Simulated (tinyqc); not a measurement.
Worked calculation: Pariser-Parr-Pople SCF with singles CI, for the molecule C=CC(=C)Cl (SMILES; centres numbered as the heavy atoms are written). One step of it, computed by the program tinyqc.

Task: Iteration 3: Fock matrix. F_rr = H_rr + P_rr gamma_rr / 2 + sum_(s != r) P_ss gamma_rs; F_rs = H_rs - P_rs gamma_rs / 2; E = tr P (H + F) / 2 + core repulsion sum_(r<s) z_r z_s gamma_rs.

P after iteration 2:
```
            1C         2C         3C         4C        5Cl
1C    1.020717   0.936420  -0.003727  -0.344533  -0.063023
2C    0.936420   0.985319   0.349045   0.017667  -0.027534
3C   -0.003727   0.349045   0.999071   0.901982   0.254128
4C   -0.344533   0.017667   0.901982   1.063593  -0.251732
5Cl  -0.063023  -0.027534   0.254128  -0.251732   1.931300
```

core matrix H (eV):
```
             1C          2C          3C          4C         5Cl
1C   -37.083267   -2.380000    0.000000    0.000000    0.000000
2C    -2.380000  -42.164715   -2.380000    0.000000    0.000000
3C     0.000000   -2.380000  -47.163373   -2.380000   -1.580000
4C     0.000000    0.000000   -2.380000  -38.282645    0.000000
5Cl    0.000000    0.000000   -1.580000    0.000000  -49.214551
```

repulsion gamma_rs (eV):
```
            1C         2C         3C         4C        5Cl
1C   11.130000   7.552439   5.239019   3.670370   4.730719
2C    7.552439  11.130000   7.554960   5.240702   5.328307
3C    5.239019   7.554960  11.130000   7.554960   7.827217
4C    3.670370   5.240702   7.554960  11.130000   5.328307
5Cl   4.730719   5.328307   7.827217   5.328307  13.000000
```

Centres (angstrom, eV; a flat drawing with bonds scaled to 1.40 angstrom):
```
centre          x          y  core charge z          W   gamma_rr
1C      -1.940000   0.000000              1  11.160000  11.130000
2C      -0.727000   0.700000              1  11.160000  11.130000
3C       0.485000   0.000000              1  11.160000  11.130000
4C       1.697000   0.700000              1  11.160000  11.130000
5Cl      0.485000  -1.400000              2  26.000000  13.000000
```

Give: F; pi energy.

Result:

F (eV):
```
          1C       2C       3C       4C       5Cl
1C   -5.6870  -5.9161   0.0098   0.6323    0.1491
2C   -5.9161  -5.5600  -3.6985  -0.0463    0.0734
3C    0.0098  -3.6985  -5.6598  -5.7872   -2.5746
4C    0.6323  -0.0463  -5.7872  -5.6151    0.6707
5Cl   0.1491   0.0734  -2.5746   0.6707  -13.0952
```

pi energy = -90.7116 eV
